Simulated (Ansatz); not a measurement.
Isomers

Structures of BSiH4, doublet, relaxed at PBE0-D4/def2-TZVP (vibrations not checked; lower isomers may exist, and structures with a doubtful reference or unclear bonds are left out). Computed with Ansatz 0.2.0 (basis: def2-TZVPP); correlated methods freeze the cores; orbitals are unrestricted. B3LYP uses VWN-RPA correlation.

(1) Rank them by CCSD(T) energy, lowest first, and give each one's height above the lowest. Links in brackets join atoms within 1.22 times the sum of their covalent radii (1.1 for two metals). (An estimate is asked for; the value comes from the calculation.)
A.
BSiH₄ ([BH2][SiH2])
```
6
angstrom
B 0.0036 0.9394 -0.1038
Si -0.0037 -0.9710 0.1073
H -0.8818 -1.7160 1.0434
H 0.8679 -1.9091 -0.6428
H 0.7504 1.4455 -0.8862
H -0.7386 1.6097 0.5486
```
B.
BSiH₄ ([H]1[BH2][SiH]1)
```
6
angstrom
B -0.5215 0.4190 0.0165
Si 0.8866 -0.5679 0.8676
H 1.2344 -1.8692 0.1952
H -1.2888 -0.3092 -0.5470
H 0.6721 0.2955 -0.5937
H -0.7268 1.5650 0.2610
```
C.
BSiH₄ ([BH][SiH3])
```
6
angstrom
B 0.9150 -0.8072 0.7247
Si -0.3362 0.4163 -0.1874
H 1.2599 -1.9417 0.8108
H -1.5478 -0.1918 -0.8107
H 0.4913 1.0273 -1.2697
H -0.7823 1.4971 0.7322
```

(2) Do PBE-D4, r2SCAN-D4, PBE0-D4, B3LYP-D4, wB97M-V, HF, MP2 give the same order? (A judgement: the text doesn't fix the answer.)

The T1 diagnostic stays at or below 0.023. ⟨S²⟩ of the unrestricted Hartree–Fock references: 0.76 to 0.79 (a pure state has 0.75).

For scale, one of the runs: CCSD(T)/def2-TZVPP, 129 basis functions, launched by `ansatz run in.yaml --threads 2 --pin off --events-out ev --progress --plain --max-ram 4352MiB`. The run took 14 s on 2 CPU threads of an Arm Neoverse V1 (shared host), with 1.2 GiB of host memory at its peak.

Answers

(1) Computed: A (0.00 kcal/mol), B (12.04 kcal/mol), C (23.17 kcal/mol). Heights count from the lowest.

(2) The calculation gives: Lowest first: HF A < C < B. The others agree with CCSD(T).
